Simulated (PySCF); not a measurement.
Series CXY, Y = methyl, computed as singlets and as triplets. Gas-phase values, no solvent. One relaxed conformer stands for each flexible species; it need not be the lowest. Strings in code marks are SMILES.

All values below come from B3LYP-D3(BJ)/def2-TZVP (PySCF). B3LYP has the VWN-RPA correlation part, as in Gaussian. 

| species | highest occupied spin orbital (eV) |
|---|---|
| X = methyl, multiplicity 3 (`[C](C)C` (near-degenerate triplet)) | -5.05 |
| X = fluoro, multiplicity 1 (`C[C]F` (lower singlet)) | – |
| X = amino, multiplicity 3 (`C[C]N` (excited triplet)) | -5.06 |
| X = boryl, multiplicity 3 (`B[C]C` (excited triplet)) | -6.06 |
| X = mercapto, multiplicity 1 (`S[C]C` (lower singlet; C–C–S–H torsion 0°)) | – |
| X = vinyl, multiplicity 3 (`[C](C)C=C` (lower triplet; C–C–C–C torsion 180°)) | -5.25 |
